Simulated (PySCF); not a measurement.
Compound: phosphorus trifluoride, PF3.
Z-matrix (Å and degrees, GFN2-xTB geometry), rows numbered from 1:
```
F 
P   1  1.5978
F   2  1.5979  1   93.95
F   2  1.5981  1   93.96  3    94.23
```

The calculation used PySCF, TDDFT CAM-B3LYP/def2-SVPD, vertical, gas phase, core orbitals frozen in the response.

Computed states:

| state | E (eV) | f |
| --- | --- | --- |
| S1 | 8.11 | 0.174 |
| S2 | 8.11 | 0.174 |
| S3 | 10.15 | 0.039 |
| S4 | 10.15 | 0.039 |
| S5 | 10.23 | 0.0000 |
| S6 | 10.24 | 0.074 |
| S7 | 10.28 | 0.0004 |
| S8 | 10.28 | 0.0004 |

Each state is given a Gaussian of 0.3 eV full width at half maximum, with ε(max) = 2.175×10⁸ f / Δν̃ (Δν̃ the width in cm⁻¹). The width is an assumption, not a result. The curve ends short of the highest state used, and states not computed would add to its high-energy end.

Task: Give the broadened spectrum and its maxima.

Result: 
(λ (nm), ε (L mol⁻¹ cm⁻¹)): (128.0, 9), (129.2, 1), (130.4, 0), (131.5, 0), (132.7, 0), (133.9, 0), (135.1, 0), (136.2, 0), (137.4, 0), (138.6, 0), (139.7, 0), (140.9, 0), (142.1, 0), (143.2, 3), (144.4, 26), (145.6, 182), (146.7, 800), (147.9, 2974), (149.1, 8160), (150.3, 16754), (151.4, 25401), (152.6, 31040), (153.8, 29461), (154.9, 22719), (156.1, 13718), (157.3, 6646), (158.4, 2843), (159.6, 929), (160.8, 250), (161.9, 64)

Maxima: 153 nm (8.11 eV), ε about 31000, made up of S1 (50%) and S2 (50%) (ε in L mol⁻¹ cm⁻¹; maxima over ε = 5, shares over 10%). At its high-energy end, 9.68 eV, the curve is still rising (ε about 7.8, from S3 and S4).

Task: What would ε be at 8.11 eV, the highest of these maxima, with half the width (0.15 eV)?

Result: About 62600 L mol⁻¹ cm⁻¹ against 31400, a factor of about 2.00; a lone state at its own centre would give exactly 2.
